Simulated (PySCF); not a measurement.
**Al₂⁻: input and log**

State: quartet, unpaired electrons σ ↑, π ↑↑.

An equivalent input (the run itself took its basis sets from the Basis Set Exchange, started from a PBE0 density and held the occupation σ 9α 8β, πx 3α 2β, πy 3α 2β):

```python
from pyscf import gto, scf, cc
mol = gto.M(atom='Al 0 0 0; Al 0 0 2.573', basis={'Al': 'aug-pcseg-1'},
            charge=-1, spin=3, verbose=4, symmetry='C2v')
mf = scf.UHF(mol)
mf.irrep_nelec = {'A1': (9, 8), 'B1': (3, 2), 'B2': (3, 2)}
mf.conv_tol = 1e-9
mf.max_cycle = 60
mf.diis_space = 10
mf.kernel()
mycc = cc.CCSD(mf, frozen=[[0, 1, 2, 3, 4, 5, 6, 7, 8, 9], [0, 1, 2, 3, 4, 5, 6, 7, 8, 9]])
mycc.run(conv_tol=1e-7, conv_tol_normt=1e-5, max_cycle=80, diis_space=8)
et = mycc.ccsd_t()
```

The SCF ended at -483.75493925 hartree. The coupled-cluster part of the log:

```
******** <class 'pyscf.cc.uccsd.UCCSD'> ********
CC2 = 0
CCSD nocc = (5, 2), nmo = (44, 44)
frozen orbitals [[0, 1, 2, 3, 4, 5, 6, 7, 8, 9], [0, 1, 2, 3, 4, 5, 6, 7, 8, 9]]
max_cycle = 80
direct = 0
conv_tol = 1e-07
conv_tol_normt = 1e-05
diis_space = 8
diis_start_cycle = 0
diis_start_energy_diff = 1e+09
Init t2, MP2 energy = -0.0909284566827781
Init E_corr(UCCSD) = -0.0909284566915029
cycle = 1  E_corr(UCCSD) = -0.107515778019303  dE = -0.0165873213  norm(t1,t2) = 0.0861604
cycle = 2  E_corr(UCCSD) = -0.112409668458645  dE = -0.00489389044  norm(t1,t2) = 0.0344712
cycle = 3  E_corr(UCCSD) = -0.1154048936656  dE = -0.00299522521  norm(t1,t2) = 0.0173799
cycle = 4  E_corr(UCCSD) = -0.115463104332233  dE = -5.82106666e-05  norm(t1,t2) = 0.00415196
cycle = 5  E_corr(UCCSD) = -0.115413792287153  dE = 4.93120451e-05  norm(t1,t2) = 0.00212184
cycle = 6  E_corr(UCCSD) = -0.115422577495818  dE = -8.78520867e-06  norm(t1,t2) = 0.00074797
cycle = 7  E_corr(UCCSD) = -0.115422826980375  dE = -2.49484557e-07  norm(t1,t2) = 0.000242468
cycle = 8  E_corr(UCCSD) = -0.115421200744386  dE = 1.62623599e-06  norm(t1,t2) = 8.89233e-05
cycle = 9  E_corr(UCCSD) = -0.115421698763106  dE = -4.98018721e-07  norm(t1,t2) = 2.63147e-05
cycle = 10  E_corr(UCCSD) = -0.115421586988058  dE = 1.11775049e-07  norm(t1,t2) = 1.05583e-05
cycle = 11  E_corr(UCCSD) = -0.115421570576657  dE = 1.64114003e-08  norm(t1,t2) = 4.33621e-06
UCCSD converged
E(UCCSD) = -483.8703608203853  E_corr = -0.1154215705766574
UCCSD(T) correction = -0.00682830447965025
```

T1 diagnostic 0.025, D1 0.048, 7 electrons correlated.

Repeating this along the bond gives Re = 2.583 Å and ωe = 319 cm⁻¹.

A point of this curve took 3.1 CPU seconds beside 0.17 for the integrals, on Arm Neoverse N1 (shared host).

Correlated steps freeze 10 core orbitals. The state is the lowest determinant that a PBE0 search found; another state may lie lower at other levels.
